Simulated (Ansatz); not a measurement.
C2H8N2 (`CNCN`). Charge 0, multiplicity 1.

```json
{"atom": "C1", "x (Å)": "-0.7318", "y (Å)": "-1.2251", "z (Å)": "0.2154"}
{"atom": "N2", "x (Å)": "-0.6839", "y (Å)": "-0.0104", "z (Å)": "-0.5678"}
{"atom": "C3", "x (Å)": "0.5999", "y (Å)": "0.6694", "z (Å)": "-0.5247"}
{"atom": "N4", "x (Å)": "0.8648", "y (Å)": "1.3772", "z (Å)": "0.7010"}
{"atom": "H5", "x (Å)": "-0.6442", "y (Å)": "-0.9872", "z (Å)": "1.2787"}
{"atom": "H6", "x (Å)": "-1.6952", "y (Å)": "-1.7189", "z (Å)": "0.0773"}
{"atom": "H7", "x (Å)": "0.0660", "y (Å)": "-1.9462", "z (Å)": "-0.0319"}
{"atom": "H8", "x (Å)": "-0.9293", "y (Å)": "-0.2072", "z (Å)": "-1.5296"}
{"atom": "H9", "x (Å)": "1.4427", "y (Å)": "-0.0243", "z (Å)": "-0.6846"}
{"atom": "H10", "x (Å)": "0.6104", "y (Å)": "1.3876", "z (Å)": "-1.3497"}
{"atom": "H11", "x (Å)": "1.0365", "y (Å)": "0.7390", "z (Å)": "1.4664"}
{"atom": "H12", "x (Å)": "0.0641", "y (Å)": "1.9462", "z (Å)": "0.9496"}
```

Question: List the harmonic frequencies (cm⁻¹, unscaled) at PBE0-D4/def2-TZVP in Ansatz. (An estimate is asked.)

Answer: Computed: 135, 214, 301, 379, 496, 758, 834, 918, 952, 1084, 1129, 1174, 1190, 1273, 1388, 1396, 1448, 1476, 1483, 1496, 1513, 1665, 2955, 2961, 3076, 3078, 3126, 3528, 3556, 3615.

Question: Is this a minimum?

Answer: Yes, all 30 modes are real.

Question: Give the ideal-gas thermochemistry at 298.15 K and 1 bar (rigid rotor, harmonic oscillator; point group C1, symmetry number 1).

Answer: Zero-point energy 290.7 kJ/mol; H(298) − E = 307.4 kJ/mol; entropy 299.4 J/(mol·K), of which translation 159.9, rotation 101.7, vibration 37.7; G(298) − E = 218.1 kJ/mol.

Question: And at 400, 500, 600, 800 and 1000 K?

Answer: 
```json
{"T (K)": "400", "H − E (kJ/mol)": "317.1", "S (J/mol/K)": "327.3", "G − E (kJ/mol)": "186.2"}
{"T (K)": "500", "H − E (kJ/mol)": "328.9", "S (J/mol/K)": "353.5", "G − E (kJ/mol)": "152.1"}
{"T (K)": "600", "H − E (kJ/mol)": "342.6", "S (J/mol/K)": "378.4", "G − E (kJ/mol)": "115.5"}
{"T (K)": "800", "H − E (kJ/mol)": "374.8", "S (J/mol/K)": "424.6", "G − E (kJ/mol)": "35.1"}
{"T (K)": "1000", "H − E (kJ/mol)": "412.1", "S (J/mol/K)": "466.1", "G − E (kJ/mol)": "-54.0"}
```

Question: Rotational constants (cm⁻¹)?

Answer: 0.5289, 0.1714, 0.1482.
